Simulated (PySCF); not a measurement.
Below is a simulated gas-phase C 1s photoelectron spectrum of `C=CCN=C`.

Every computed line was given a Gaussian of 0.8 eV full width at half maximum and an area set by the number of equivalent atoms; the highest printed point is 100. The calculation used PySCF 2.14.0, delta-SCF UKS SCAN, pcX-2 on the ionised atom, pcseg-1 elsewhere, spin-free X2C.

(binding energy (eV), intensity): (289.1, 0), (289.2, 0), (289.3, 1), (289.4, 2), (289.5, 4), (289.6, 7), (289.7, 13), (289.8, 22), (289.9, 33), (290.0, 47), (290.1, 62), (290.2, 76), (290.3, 86), (290.4, 92), (290.5, 92), (290.6, 86), (290.7, 76), (290.8, 64), (290.9, 54), (291.0, 48), (291.1, 48), (291.2, 55), (291.3, 67), (291.4, 80), (291.5, 93), (291.6, 100), (291.7, 100), (291.8, 92), (291.9, 78), (292.0, 61), (292.1, 44), (292.2, 29), (292.3, 18), (292.4, 10), (292.5, 5), (292.6, 2), (292.7, 1), (292.8, 0), (292.9, 0)

Count the maxima, the lines and the sites behind this envelope.

The curve has 2 maxima (at 290.4 and 291.6 eV). Under it lie 4 lines from 4 inequivalent carbon sites. At this width some lines have no maximum of their own.

Decompose the envelope and assign each component. Numbering: `[CH2:1]=[CH:2][CH2:3][N:4]=[CH2:5]`.

```
position (eV)  relative area  line  atoms                   environment
       290.29              1  C 1s     C1          terminal =CH2 carbon
       290.60              1  C 1s     C2              alkene CH carbon
       291.58              1  C 1s     C3  sp3 carbon bound to nitrogen
       291.72              1  C 1s     C5                  imine carbon
```

What are the centre and the root-mean-square width of the whole band?

The area-weighted mean of the lines is 291.05 eV. Their own spread about it is 0.62 eV (rms) and each Gaussian has σ = 0.8/2.355 = 0.34 eV; the variances add, which gives 0.70 eV.

Lowest listed C 1s: C1, bonded to C (double bond) and 2 H. Highest, 1.43 eV above it: C5, bonded to N (double bond) and 2 H. Summing the Pauling electronegativity differences to the bonded atoms, each weighted by its formal bond order, gives -0.70 for the lowest site and +0.28 for the highest; no listed site has a larger sum than the highest.

No satellites, vibrations or lifetime broadening are included. One conformer (not necessarily the lowest) at the PBE0-D3(BJ)/def2-SVP geometry, without solvent, vibrations or thermal averaging.

Time: 40 s of wall time. Hardware: one thread, Arm Neoverse V1, no GPU, shared host.

Shape of the structure used: `[CH2:1]=[CH:2][CH2:3][N:4]=[CH2:5]`: C1–C2–C3–N4 132°, C2–C3–N4–C5 -123°.
